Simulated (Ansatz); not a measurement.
# Si2H3F: one structure at several levels

One table from this session's results is given with a row withheld; the runs are named, their logs left out.

The runs use Ansatz 0.2.0, Gaussian basis; single points in def2-TZVPP.

Correlated methods freeze the cores.

### Starting geometry

SMILES `F[SiH]=[SiH2]`, 6 atoms, charge 0, spin multiplicity 1.

Atoms are counted from 1 here; the program's logs count them from 0.

Bond lengths: F1–Si2 1.636 Å, Si2–Si3 2.332 Å, Si2–H4 1.317 Å, Si3–H5 1.556 Å, Si3–H6 1.291 Å. Angles: F1–Si2–Si3 109.5°, F1–Si2–H4 99.6°, Si3–Si2–H4 129.1°, Si2–Si3–H5 112.4°, Si2–Si3–H6 119.9°, H5–Si3–H6 103.2°.

Coordinates:

```mol
FH3Si2
  3D, bonds by distance, orders not assigned

  6  5  0  0  0  0  0  0  0  0999 V2000
   -1.5627   -1.4706    0.7620 F   0  0
   -0.0979   -1.1502    0.1067 Si  0  0
    0.1666    1.1558   -0.1192 Si  0  0
   -0.0620   -2.0849   -0.8210 H   0  0
    1.5673    1.5393   -0.6790 H   0  0
    0.0412    1.9222    0.9126 H   0  0
  1  2  8  0
  2  3  8  0
  2  4  8  0
  3  5  8  0
  3  6  8  0
M  END
```

Set-up of the first run:

run/in.yaml

```yaml
crystal:
  periodic: [false, false, false]
  atoms:
    - {symbol: F, position_ang: [-1.562700, -1.470600, 0.762000]}
    - {symbol: Si, position_ang: [-0.097900, -1.150200, 0.106700]}
    - {symbol: Si, position_ang: [0.166600, 1.155800, -0.119200]}
    - {symbol: H, position_ang: [-0.062000, -2.084900, -0.821000]}
    - {symbol: H, position_ang: [1.567300, 1.539300, -0.679000]}
    - {symbol: H, position_ang: [0.041200, 1.922200, 0.912600]}
basis:
  gaussian: {orbitals: def2-TZVPP}
correlation: {method: ccsd_t}
output: {forces: true}
```

The command line of these runs was not kept.

Among the steps run: CCSD(T)/def2-TZVPP; PBE0-D4/def2-TZVPP; wB97M-V/def2-TZVPP; r2SCAN-D4/def2-TZVPP; PBE-D4/def2-TZVPP; r2SCANh-D4/def2-TZVPP; CAM-B3LYP-D4/def2-TZVPP.

One table of the session follows, with a row left open; its other results are not shown here.

```
      method  RMS force component (eV/Å)  angle to CCSD(T) forces (°)  dipole (D)
     CCSD(T)                       2.583                    reference        1.09
     PBE0-D4                           ?                            ?           ?
     wB97M-V                       2.594                          2.9        1.04
   r2SCAN-D4                       2.631                          2.0        1.01
      PBE-D4                       2.646                          5.0        0.97
  r2SCANh-D4                       2.637                          2.3        1.05
CAM-B3LYP-D4                       2.599                          2.4        1.12
```

**Question.** Estimate the row for PBE0-D4.

The run gave: RMS force component (eV/Å): 2.660; angle to CCSD(T) forces (°): 2.3; dipole (D): 1.09. In the column «RMS force component (eV/Å)» it is the highest.
